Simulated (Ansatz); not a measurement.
I need harmonic frequencies at the relaxed geometry of C3H5FO, SMILES O[C@@H]1C[C@@H]1F. Use Ansatz's Python interface. Use (for the species named): Hartree-Fock, def2-SVP basis, multiplicity 1.

The script, `freq.py`:
```python
"""Vibrations of C3H5FO."""

import itertools

import ansatz as az
from ase import Atoms
from ase.data import atomic_numbers, covalent_radii
from ase.thermochemistry import IdealGasThermo
import numpy as np
from rdkit import Chem
from rdkit.Chem import AllChem

config = {
    "basis_set": "def2-SVP",
    "functional": "hf",
}


def main() -> None:
    # a force-field geometry from the SMILES
    rd = Chem.AddHs(Chem.MolFromSmiles("O[C@@H]1C[C@@H]1F"))
    AllChem.EmbedMolecule(rd, randomSeed=812)
    AllChem.UFFOptimizeMolecule(rd)
    c3h5fo = az.Crystal.molecule()
    for atom, xyz in zip(rd.GetAtoms(), rd.GetConformer().GetPositions()):
        c3h5fo = c3h5fo.atom(atom.GetSymbol(), xyz.round(5).tolist())

    model = (
        c3h5fo.calculation()
        .basis(gaussian=config["basis_set"])
        .functional(config["functional"])
    )
    symbols = [site.symbol for site in c3h5fo.cartesian_sites]
    start = np.array([site.position_ang for site in c3h5fo.cartesian_sites], dtype=float)
    summary = model.relax(force_tolerance=0.003).run().report
    end = np.array(summary["positions_ang"])

    # pairs closer than 1.2 times the sum of covalent radii, before or after
    radius = [covalent_radii[atomic_numbers[s]] for s in symbols]
    span = lambda where, i, j: np.linalg.norm(where[i] - where[j])
    bonded = [(i, j) for i, j in itertools.combinations(range(len(symbols)), 2) if min(span(start, i, j), span(end, i, j)) < 1.2 * (radius[i] + radius[j])]
    print("pair        before    after (A)")
    for i, j in bonded:
        print(f"{symbols[i]}{i}-{symbols[j]}{j}".ljust(10), f"{span(start, i, j):8.4f} {span(end, i, j):8.4f}")

    # same settings at the minimum
    minimum = az.Crystal.molecule()
    for symbol, place in zip(symbols, end):
        minimum = minimum.atom(symbol, place.tolist())
    vibrating = (
        minimum.calculation()
        .basis(gaussian=config["basis_set"])  # atom-centred Gaussian functions
        .functional(config["functional"])
        .phonons(temperatures=(200, 600, 100))
    )
    vib = vibrating.run().report["vibrations"]
    sums = vib["harmonic_sums"]
    modes = [m["omega_inv_cm"] for m in sums["modes_at_gamma"] if m["rigid_motion"] == "no"]
    print("frequencies (1/cm):", " ".join(f"{w:.0f}" for w in modes))
    print("imaginary modes:", sum(w < 0 for w in modes), " zero-point energy:", round(sums["zero_point_energy_ev"], 4), "eV")
    # rigid rotor and ideal gas, symmetry number taken as one
    gas = IdealGasThermo(vib_energies=[w / 8065.544 for w in modes if w > 0], geometry="linear" if len(modes) == 3 * len(symbols) - 5 else "nonlinear",
                         atoms=Atoms(symbols, positions=end), symmetrynumber=1, spin=0.0)
    print(f"H(298 K) - E = {gas.get_enthalpy(298.15, verbose=False):.4f} eV")
    print(f"S(298 K, 1 bar) = {96485.33 * gas.get_entropy(298.15, 1e5, verbose=False):.1f} J/(mol K) with symmetry number 1")


if __name__ == "__main__":
    main()
```

```console
$ python freq.py
pair        before    after (A)
O0-C1        1.3986   1.3710
O0-H5        0.9913   0.9443
C1-C2        1.5199   1.5074
C1-C3        1.5177   1.4803
C1-H6        1.1115   1.0870
C2-C3        1.5202   1.4881
C2-H7        1.1102   1.0832
C2-H8        1.1113   1.0835
C3-F4        1.3845   1.3395
C3-H9        1.1102   1.0824
frequencies (1/cm): 243 311 363 519 680 825 889 957 1103 1159 1206 1252 1265 1295 1369 1398 1516 1530 1658 3276 3284 3346 3386 4179
imaginary modes: 0  zero-point energy: 2.2942 eV
H(298 K) - E = 2.4481 eV
S(298 K, 1 bar) = 293.0 J/(mol K) with symmetry number 1
```

Caveats:
- The frequencies are harmonic and unscaled, in a modest basis. The result belongs to the one conformer reached from this start, and soft torsions count as harmonic oscillators.
- The entropy takes a symmetry number of 1; a symmetric molecule's is lower by R ln(sigma).
- Run time: 73 s on 1 thread of Intel(R) Xeon(R) 6975P-C (Granite Rapids) (shared host), peak memory 0.35 GiB.

(A comment or docstring line of the script was reworded after the run, the code is as it ran; lines on the test bed's own set-up are left out of the output.)
